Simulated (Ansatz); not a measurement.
Be (model structure, started from the omega type, P6/mmm, No. 191, 3 atoms in the cell): properties by level of theory

```tsv
level (code)	lattice constant a (Å)	c axis length (Å)
PBE (Ansatz)	3.569	2.197
PBEsol (Ansatz)	3.560	2.187
PBE-D3(BJ) (Ansatz)	3.500	2.140
```

Ansatz's density-functional and Hartree–Fock values are scalar-relativistic unless marked +SOC, with PAW data made under PBE.

Computed values are for the static lattice.

A model structure was made by putting elements into a prototype or built by hand; it is no filed structure, need not be a known phase, and can be a saddle point held by its symmetry.

Ansatz is an electronic-structure program.
